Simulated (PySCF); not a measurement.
# MgSi: bond curves at several levels of theory

An exercise on one series of results from a longer session: the logs are not shown, and one member is left open.

Program: PySCF 2.14.0. Level of theory: Mg pcseg-2, Si pcseg-2, no relativity. These are calculated values, not measurements.

Set-up of the first run:

A driver script around PySCF takes these settings:

```yaml
atoms: Mg, Si
charge: 0
basis: Mg pcseg-2, Si pcseg-2
Hamiltonian: no relativity
basis_functions: 53
electrons_treated: 26
masses_in_u: 23.9850, 27.9769
levels: PBE0, PBE, r²SCAN, M06-2X, M06, MN15, ωB97X, HF, MP2, SCS-MP2, CCSD, CCSD(T)
grid: 80 radial by 434 angular points
occupations: held fixed by the projection of orbital angular momentum
dissociation_limit: Mg + Si, each in its ground configuration
starting_distance_in_angstrom: 2.470
values_of_2S_to_try: 0, 2
```

On the command line:

```console
> OMP_NUM_THREADS=1 python dia.py task.json out
```

Among the steps run: The job; First curve: PBE0; Excited determinants; PBE (GGA); r²SCAN; M06-2X (hybrid meta-GGA); M06 (hybrid meta-GGA); MN15; ωB97X (range-separated hybrid); ROHF (mean field); Adding correlation.

One of the session's tables, all rows but one given; the rest of the session is left out.

Energy (eV) from each level's lowest point:

```
R (Å)   ROHF  ROHF-MP2  ROHF-SCS-MP2  ROHF-CCSD  ROHF-CCSD(T)
2.197  0.701     0.441         0.473        n/a           n/a
2.300  0.396     0.184         0.209      0.221         0.200
2.402  0.204     0.049         0.065      0.072         0.058
2.478  0.113     0.007         0.015      0.018         0.011
2.555  0.055     0.000         0.000      0.000         0.000
2.632  0.020     0.018         0.010      0.009         0.016
2.734  0.000     0.068         0.048      0.048         0.067
2.862      ?         ?             ?          ?             ?
3.015  0.019     0.260         0.212      0.227         0.279
3.219  0.054     0.392         0.328        n/a           n/a
```

Q: Estimate the row for R (Å) = 2.862 from the others.

Worked estimate for «ROHF». A straight line through the neighbours (2.734, 0.000) and (3.015, 0.019) gives 0.000 + (0.019 − 0.000) × (2.862 − 2.734) / (3.015 − 2.734) = 0.009; a parabola fitted to 4 rows on both sides gives 0.004.

The run gave: ROHF: 0.000; ROHF-MP2: 0.151; ROHF-SCS-MP2: 0.119; ROHF-CCSD: 0.123; ROHF-CCSD(T): 0.157. In «ROHF» the line misses by +0.009 and the parabola by +0.004.
